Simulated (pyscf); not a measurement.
# Four-centre exchange: F–Si:–F [singlet] + SiH₄ → F–SiH₃ + F–SiH: [singlet]

Gas phase, singlet surface, charge 0. Bonds broken: F1–Si2, Si4–H5. Bonds formed: F1–Si4, Si2–H5. Single points on ωB97X-D3(BJ)/def2-SVP structures (PySCF, gas phase). Correlated levels are frozen-core, on RHF or UHF. ΔMP2 is the change of the MP2 total energy from the triple- to the quadruple-zeta basis.

Transition state (Å):

```xyz
8

F     -0.9091     0.9881    -0.0333
Si     0.5815     0.7082    -1.0911
F      1.5837     0.9102     0.2054
Si    -0.8546    -0.7004     0.8322
H      0.1361    -0.8244    -0.5795
H      0.1422    -1.6634     1.3960
H     -1.9875    -1.3939     0.1735
H     -1.3045     0.0535     2.0379
```

One imaginary mode, 353i cm⁻¹; descent along it reached the two sides named, in the forms told below.

```tsv
bond	change	reactant side (Å)	saddle	product side
F1–Si2	breaks	1.641	1.849	2.171
Si4–H5	breaks	1.500	1.729	2.8
F1–Si4	forms	3.1	1.898	1.681
Si2–H5	forms	2.524	1.676	1.552
```

Electronic energies relative to the separated reactants (kcal/mol):

```tsv
level	barrier	reaction energy	reverse barrier
ωB97X-D3(BJ)/def2-TZVP	23.1	+21.2	1.9
PBE/def2-TZVP	23.5	+22.8	0.7
r²SCAN/def2-TZVP	22.9	+22.2	0.7
B3LYP-D3(BJ)/def2-TZVP	26.2	+21.2	4.9
PBE0-D3(BJ)/def2-TZVP	22.9	+21.7	1.2
M06-2X/def2-TZVP	25.2	+20.5	4.7
ωB97M-D3(BJ)/def2-TZVP	26.2	+22.0	4.2
HF/def2-TZVP	39.4	+17.5	21.9
MP2/def2-QZVPP	27.2	+21.0	6.2
CCSD/def2-TZVPP	30.2	+19.9	10.3
CCSD(T)/def2-TZVPP	28.6	+20.6	8.1
CCSD(T)/def2-TZVPP + ΔMP2(QZVPP)	27.8	+20.5	7.3
```

With CCSD(T)/def2-TZVPP + ΔMP2(QZVPP) energies and thermal terms (ideal gas, 1 atm, RRHO with modes under 100 cm⁻¹ raised to 100, one conformer, R ln 2 for chiral ones without a mode under 150 cm⁻¹), in kcal/mol:

```json
[
 {"T (K)": "298", "ΔH‡": "28.8", "ΔG‡": "39.3", "ΔH": "+20.4", "ΔG": "+19.3"},
 {"T (K)": "600", "ΔH‡": "29.0", "ΔG‡": "49.8", "ΔH": "+20.3", "ΔG": "+18.1"},
 {"T (K)": "900", "ΔH‡": "29.5", "ΔG‡": "60.0", "ΔH": "+20.3", "ΔG": "+17.1"},
 {"T (K)": "1200", "ΔH‡": "30.1", "ΔG‡": "70.2", "ΔH": "+20.3", "ΔG": "+16.0"}
]
```

On the product side the descent ends in an adduct with a F–Si contact, 7.4 kcal/mol under the separated species and 9.3 kcal/mol under the saddle at ωB97X-D3(BJ)/def2-TZVP. What is counted as broken (F–Si) persists as a longer contact in the product adduct; parting that adduct is a step of its own. This is the saddle that the search found; another between the same sides may lie lower. The CCSD(T) − MP2 part came from Ansatz, without density fitting, on the same reference.
